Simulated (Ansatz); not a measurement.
The first iterations of a band of H$_{3}$OSi (5 atoms, charge 0, multiplicity 2).

Computed with UKS PBE-D4/def2-SVP (Ansatz 0.2.0).

```json
{"movable images": "5", "climbing image": "yes", "spring": "5.0 eV/Å²", "optimiser": "quadratic models (default)", "start path": "straight line", "force threshold": "0.05 eV/Å", "iteration limit": "60", "end points": "relaxed"}
```

Image 0:

```xyz
5
Properties=species:S:1:pos:R:3
O -1.413 0.378 0.740
Si -0.002 -0.069 -0.031
H -0.129 -0.258 -1.521
H 0.718 -1.238 0.592
H 0.825 1.187 0.220
```

Image 6:

```xyz
5
Properties=species:S:1:pos:R:3
O -0.478 0.964 0.420
Si 0.316 -0.217 -0.491
H -0.725 -0.744 -1.445
H 0.829 -1.351 0.381
H 0.059 1.348 1.136
```

| iteration | highest image above the first end (eV) | largest band force component (eV/Å) |
| --- | --- | --- |
| 1 | 1.059 | 3.216 |
| 2 | 0.662 | 1.562 |
| 3 | 0.611 | 9.824 |

Problem. Does the band converge within its limit, and where does its top end?

Solution. It converged. It ended after 9 iterations with the highest image 0.662 eV above the first end. Another band between the same ends (5 images) ends at a top of the same energy, where a vibrational analysis finds 1 clearly imaginary mode.

The run took 49 s on 1 thread of Arm Neoverse V2, on a shared host, peak memory 0.1 GiB.
